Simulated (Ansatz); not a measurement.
Relaxation of HO2Si (4 atoms, charge 0, multiplicity 2), to a largest force component of 0.02 eV/Å in at most 50 steps.

All numbers below come from Ansatz, UKS BLYP-D4/6-31G*.

```xyz
4
Properties=species:S:1:pos:R:3
O 1.534 0.319 -0.164
Si 0.026 0.177 -0.081
O -1.390 0.681 -0.293
H 2.460 -0.003 -0.028
```

Problem. Where does it end, and by what steps?

Solution. The run converged. After 7 steps the energy has fallen by 0.948 eV; O1 moved furthest, 0.25 Å.

| step | energy less start (eV) | largest force component (eV/Å) | accepted |
| --- | --- | --- | --- |
| 0 | 0.0000 | 5.887 | yes |
| 1 | -0.2720 | 2.908 | yes |
| 2 | -0.5447 | 1.092 | yes |
| 3 | -0.8228 | 1.000 | yes |
| 4 | -0.7957 | 2.101 | no |
| 5 | -0.9306 | 0.463 | yes |
| 6 | -0.9480 | 0.066 | yes |
| 7 | -0.9481 | 0.011 | yes |

```xyz
4
Properties=species:S:1:pos:R:3
O 1.575 0.543 -0.266
Si 0.028 -0.049 0.021
O -1.265 0.751 -0.327
H 2.292 -0.071 0.004
```

Run time: 21 s on 1 thread of Arm Neoverse N1, on a shared host, peak memory 0.12 GiB.
